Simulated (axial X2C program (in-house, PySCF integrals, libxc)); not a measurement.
CCl: properties at the nuclei

Calculated with an axial X2C code built on PySCF integrals: two-component X2C with atomic mean-field Coulomb and Gaunt terms, Gaussian nuclei, basis Cl dyall-av3z, C dyall-v3z with contracted cores.

R = 1.653 Å (near the PBE0 minimum at charge 0 of the determinant lowest at the starting distance; the state shown can have its own minimum elsewhere).

Input and command:
```json
{"zs": [17, 6], "q": 0, "bas": ["dyall-av3z", "dyall-v3z"], "r0": 1.74, "levels": ["PBE0", "HF", "BP86", "B3LYP", "PBE"], "nst": 3}
```
```bash
python soeom.py task.json out
```

Keys: zs atomic numbers; q charge; bas basis sets; r0 starting distance in Å; levels methods; nst determinants followed.

Determinant lowest in the PBE0 search, Ω = 1/2 (⟨Sz⟩ = -0.50, ⟨Lz⟩ = 1.00 at PBE0), spin on the atoms Cl -0.02, C -0.48:

```
level  Eeff magnitude (GV/cm)  Ws magnitude Cl (kHz)  Ws magnitude C (kHz)  A∥/gI Cl (MHz)  qzz Cl (a.u.)  A∥/gI C (MHz)  qzz C (a.u.)  μ (D)
 PBE0                 0.00639                0.00378              0.000776             339           1.82            318         -0.30  -1.48
   HF                  0.0146                0.00981               0.00109             261           2.29            275         -0.37  -1.11
 BP86                 0.00563                0.00326               0.00073             369           1.65            314         -0.27  -1.63
B3LYP                 0.00745                0.00482              0.000584             343           1.84            310         -0.30  -1.52
  PBE                 0.00631                0.00386              0.000666             371           1.65            318         -0.27  -1.63
```

Determinant 0.02 eV from it at PBE0 and this distance, Ω = 3/2 (⟨Sz⟩ = 0.50, ⟨Lz⟩ = 1.00 at PBE0), spin on the atoms Cl 0.03, C 0.47:

| level | Eeff magnitude (GV/cm) | Ws magnitude Cl (kHz) | Ws magnitude C (kHz) | A∥/gI Cl (MHz) | qzz Cl (a.u.) | A∥/gI C (MHz) | qzz C (a.u.) | μ (D) |
| --- | --- | --- | --- | --- | --- | --- | --- | --- |
| PBE0 | 0.0058 | 0.00108 | 0.000282 | 89.2 | 1.83 | 86 | -0.30 | -1.46 |
| HF | 0.0604 | 0.0129 | 0.00262 | 55.9 | 2.31 | 111 | -0.36 | -1.07 |
| BP86 | 0.00464 | 0.000812 | 0.000257 | 96.3 | 1.66 | 80.3 | -0.27 | -1.61 |
| B3LYP | 0.00682 | 0.00142 | 0.000215 | 89.2 | 1.84 | 92.6 | -0.31 | -1.50 |
| PBE | 0.00535 | 0.00102 | 0.000237 | 95.4 | 1.65 | 78.5 | -0.27 | -1.61 |

Eeff is the effective electric field on the electron electric dipole moment in this Ω state and Ws the scalar–pseudoscalar constant of the nucleus named (defined with the proton number Z and per Ω); A∥ (defined per Ω) follows by multiplying with gI = μI/(I μN); qzz is the electric field gradient, eQq0 = 234.96 MHz × Q/barn × qzz; μ is positive if the C end (last atom) is positive. The operators were transformed with the bare-nucleus X2C matrices; with these basis sets, hyperfine constants and field gradients can be off by tens of per cent, and where levels differ in sign neither size nor sign is settled.

(1) With gI(35Cl) = 0.5479, Q(35Cl) = -0.08112 barn, gI(13C) = 1.4048 (g factors from the IAEA table of nuclear moments by Stone; Q from Pyykkö, Mol. Phys. 2018), turn the PBE0 values of the first state into constants in MHz.

Each state is one determinant with collinear spin. Unrestricted Hartree–Fock can overshoot spin polarisation at the nuclei. Where Eeff spreads by more than a factor of two the levels disagree and none is to be relied on. The search compared states at one distance, so a state with another bond length can lie lower. PBE0 term energies can be off by some tenths of an eV.

## Answers

(1) A∥(35Cl) = 339 × 0.5479 = 186 MHz; eQq0(35Cl) = 234.96 × (-0.08112) × (1.82) = -34.7 MHz; A∥(13C) = 318 × 1.4048 = 447 MHz.
